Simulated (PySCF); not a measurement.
# C2H3NO: NMR shifts and spin-spin couplings

What NMR shifts and spin-spin couplings should C2H3NO (`[H]/N=C\C=O`) show?

Programs: PySCF 2.14.0, with density-fitted response routines of our own. Each step states its level of theory. These are calculated values for one molecule in the gas phase, unless marked as measured. Atoms count from 0, in the outputs and in this text.

### Step 1. The molecule as given

7 atoms, charge 0, multiplicity 1; geometry from: GFN2-xTB.

Bonds of the start (Å): N0–C1 1.25, C1–C2 1.49, C2–O3 1.20, N0–H4 1.02, C1–H5 1.09, C2–H6 1.11.

### Step 2. Shielding tensors: PBE0/pcSseg-1

The job: settings as JSON, then the geometry in Å.

```
{"job": {"kind": "nmr", "xc": "PBE0", "basis": "pcSseg-1"}, "charge": 0, "multiplicity": 1}
N      1.509426    -0.061352     0.128593
C      0.376385     0.453234     0.291073
C     -0.917319    -0.124584    -0.176021
O     -1.990638     0.383563    -0.009886
H      1.512371    -0.953364    -0.370247
H      0.316373     1.401362     0.816614
H     -0.803265    -1.093955    -0.707204
```

With the program's defaults for keys left out, this is: GIAO PBE0/pcSseg-1 NMR shielding, non-relativistic, gas phase.

**Question.** This job is followed by: B3LYP/pcJ-1 indirect spin-spin coupling, non-relativistic, gas phase. Predict these results of the whole session: ¹³C shifts against TMS (PBE0/pcSseg-1); ¹H shifts against TMS (PBE0/pcSseg-1); ¹⁵N shifts against NH3 (PBE0/pcSseg-1); ¹⁷O shifts against H2O (PBE0/pcSseg-1); largest coupling of the table (B3LYP/pcJ-1).

The runs gave:

| quantity | value |
| --- | --- |
| ¹³C shifts against TMS (PBE0/pcSseg-1) | 193.1, 172.9 ppm |
| ¹H shifts against TMS (PBE0/pcSseg-1) | 13.09, 9.24, 8.05 ppm |
| ¹⁵N shifts against NH3 (PBE0/pcSseg-1) | 401.4 ppm |
| ¹⁷O shifts against H2O (PBE0/pcSseg-1) | 729.2 ppm |
| largest coupling of the table (B3LYP/pcJ-1) | ¹J(C,H) C1–H5, 186.9 Hz |

**Reading.** C2 (aldehyde carbonyl carbon) lies farthest downfield among carbon, at 193.1 ppm; low-lying n→π* states of the double bond to the heteroatom give a large paramagnetic term (-257 ppm). At PBE0/pcSseg-1: Shielding is most anisotropic at O3 (span 1449 ppm, paramagnetic term -791 ppm). In the run at B3LYP/pcJ-1, the largest coupling of the table is C1–H5, 186.9 Hz, of which the Fermi-contact term gives 186.4 Hz.
